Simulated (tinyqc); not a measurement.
Ways to converge the cycle: SCF convergence aids in the sto-3g basis, for BH, spin multiplicity 3. Computed by the program tinyqc with PySCF. UHF with one setting changed at a time; a run stops when the energy changes by less than 1e-09 hartree and the error matrix is below 1e-5. The start is random orbitals. Damping d keeps d of the old density; a shift (hartree) raises the virtual levels; DIIS n extrapolates F over n matrices.

Geometry (angstrom):
```
atom,x,y,z
B,0.0000,0.0000,0.0000
H,0.0000,0.0000,1.9170
```

lowest solution found by these runs and by PySCF with stability checks = -24.632774 hartree

Largest element of the error matrix X^T (FDS - SDF) X:
```
iteration,plain,damping 0.3,damping 0.6,shift 0.4,DIIS 3,DIIS 8
1,2.8e+00,2.8e+00,2.8e+00,2.8e+00,2.8e+00,2.8e+00
2,2.1e-01,7.9e-01,1.6e+00,2.5e-01,2.1e-01,2.1e-01
3,1.5e-01,2.6e-01,9.6e-01,8.2e-02,1.5e-01,1.5e-01
4,7.2e-02,8.5e-02,5.8e-01,5.3e-02,4.8e-02,4.8e-02
5,2.9e-02,4.4e-02,3.6e-01,6.9e-02,3.4e-02,3.8e-02
6,2.9e-02,3.8e-02,2.2e-01,8.4e-02,3.3e-02,3.5e-02
8,3.0e-02,2.4e-02,8.5e-02,7.1e-02,5.9e-03,4.8e-03
10,2.4e-02,1.4e-02,3.3e-02,3.8e-02,1.7e-03,3.1e-03
14,6.8e-03,8.9e-03,1.8e-02,2.5e-02,2.2e-04,4.4e-04
20,9.2e-04,5.1e-03,1.3e-02,2.0e-02,1.9e-05,-
30,2.6e-04,2.1e-03,8.4e-03,1.1e-02,-,-
45,4.0e-05,5.9e-04,4.2e-03,2.3e-03,-,-
60,-,1.6e-04,2.0e-03,8.0e-04,-,-
```

How each run ends:
```
run,iterations,E (hartree),state
plain,57,-24.632774,lowest found
damping 0.3,>60,-24.632773,"falls steadily but slowly, by a factor of about 0.92 a step"
damping 0.6,>60,-24.632584,"falls steadily but slowly, by a factor of about 0.95 a step"
shift 0.4,>60,-24.632748,"falls steadily but slowly, by a factor of about 0.93 a step"
DIIS 3,23,-24.632774,lowest found
DIIS 8,19,-24.632774,lowest found
```

What does the comparison show, and why?

3 of 6 runs reach the lowest solution found, in 19 to 57 iterations (fastest: DIIS 8). Not converged: damping 0.3, damping 0.6, shift 0.4. Plain steps already contract here, so damping only slows them. DIIS 3 and DIIS 8 gain by cancelling the error over several earlier matrices, much as a quasi-Newton step does.
